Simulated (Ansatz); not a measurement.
A run of Ansatz (development build ahead of 0.2.0) on triplet Al₃H at this shape:

```xyz
4

H     0.0000    0.0000    0.0000
Al    1.4683    0.0000    0.0000
Al   -0.7342    1.2716    0.0000
Al   -0.7342   -1.2716    0.0000
```

Its results:

- Converged: yes
- Total energy: -727.40852 hartree
- Spin squared of the determinant: 2.000
- Stability test: minimum among restricted orbitals

**Question.** Which input gives this output? Name the method, the orbitals and the basis set, and write the input.

**Answer.** PBE0 (restricted open-shell) in pcseg-2.

```yaml
crystal:
  periodic: [false, false, false]
  atoms:
    - { symbol: H, position_ang: [0.0, 0.0, 0.0] }
    - { symbol: Al, position_ang: [1.4683, 0.0, 0.0] }
    - { symbol: Al, position_ang: [-0.7342, 1.2716, 0.0] }
    - { symbol: Al, position_ang: [-0.7342, -1.2716, 0.0] }
basis:
  gaussian: { orbitals: pcseg-2 }
magnetization:
  initial_magnetization: 2
hamiltonian:
  xc: pbe0
```

Caution: other spin multiplicities may lie lower.
